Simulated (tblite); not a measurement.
C4H5PS.
Z-matrix (Å and degrees, GFN2-xTB geometry), rows numbered from 1:
```
P 
C   1  1.8198
C   2  1.4223  1  122.77
C   3  1.3534  2  112.61  1  -177.03
S   4  1.7206  3  112.18  2     0.62
C   2  1.3612  1  125.15  3  -175.63
H   1  1.3960  2   95.26  3   -68.86
H   1  1.3931  2   95.20  3  -161.85
H   3  1.0759  2  123.30  1     3.31
H   4  1.0720  3  128.53  2  -179.23
H   6  1.0723  2  128.15  1    -2.99
```

Computed with GFN2-xTB (tblite): harmonic, unscaled wavenumbers at the GFN2-xTB geometry, gas phase. This tight-binding method is rough: wavenumbers can miss measured ones by several per cent, in bad cases by 10 to 20. Modes of hydrogen on phosphorus can be 10 to 20 % off. One conformer, not necessarily the lowest.

Harmonic wavenumbers (cm⁻¹): 81.7, 176.2, 218.6, 400.4, 408.3, 540.7, 614.2, 737.8, 750.9, 807.5, 828.2, 833.9, 854.2, 862.3, 888.2, 1076.8, 1090.8, 1127.0, 1161.7, 1336.4, 1441.6, 1530.2, 2254.9, 2332.3, 3120.9, 3155.5, 3162.1.

A = 6887, B = 1460, C = 1215 MHz; mass 115.985 u (most abundant isotopes); point group C1, symmetry number 1.

Question: Zero-point energy?

Answer: Half the sum of the wavenumbers: 15897 cm⁻¹ = 190.16 kJ/mol.

Question: Give the ideal-gas entropy at 350 K and 1 bar in the rigid-rotor, harmonic-oscillator model (classical rotation).

Answer: Translation 171.47, rotation 117.76, vibration 66.63: S = 355.9 J/(mol K).

Question: And Cp and H(350 K) − H(0)?

Answer: Cp = 118.91 J/(mol K), of which vibrations give 85.65 (their classical limit is 27 R = 224.5); H(350 K) − H(0) = 25.08 kJ/mol without the zero-point energy, 13.44 from vibrations.

Question: What must be added to the electronic energy to get the Gibbs energy at 350 K and 1 bar?

Answer: ZPE + [H(350 K) − H(0)] − T·S = 190.16 + 25.08 − 124.55 = 90.69 kJ/mol.

Question: Which modes carry the vibrational entropy at 350 K?

Answer: 81.7 cm⁻¹: 17.43; 176.2 cm⁻¹: 11.18; 218.6 cm⁻¹: 9.48; 400.4 cm⁻¹: 5.05; 408.3 cm⁻¹: 4.92; 540.7 cm⁻¹: 3.20 J/(mol K); the other 21 give 15.39 together.

Question: Blend soft modes into free rotors: weight 1/[1 + (100 cm⁻¹/ν̃)⁴] for the oscillator and the rest for a rotor with moment μB/(μ + B), μ = h/(8π²ν), B = 10⁻⁴⁴ kg m². What vibrational entropy results?

Answer: 63.82 J/(mol K) in place of 66.63, which changes −T·S at 350 K by +0.99 kJ/mol.

Hindered rotation and anharmonicity are outside this model. Other conformers, if any are populated, would add a mixing term that is left out. The structure is chiral; the term R ln 2 for an equal mix with its mirror image is left out.
